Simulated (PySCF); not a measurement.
H2O, SMILES O. Atoms are numbered in the order given.

```xyz
3

O      0.0000     0.0000    -0.1171
H      0.0000    -0.7649     0.4685
H      0.0000     0.7649     0.4685
```

Geometry: B3LYP-D3(BJ)/def2-TZVPD.

Two levels are set side by side: PBE/pcSseg-2 (PySCF) and PBE0/pcSseg-2 (PySCF). GIAO shifts against H2O (¹⁷O), TMS (¹H) at the same level; non-relativistic, no solvent, atoms listed together averaged. Differences are taken from unrounded values.

```json
[
 {"quantity": "δ(¹⁷O) of O1 (ppm)", "PBE0": "0.3", "PBE": "0.3", "PBE minus PBE0": "0.0"},
 {"quantity": "δ(¹H) of H2, H3 (ppm)", "PBE0": "0.78", "PBE": "0.45", "PBE minus PBE0": "-0.33"}
]
```

Rough cost on one machine, each run with all the roots and properties that it gave: PBE0 against PBE within a factor of 2.
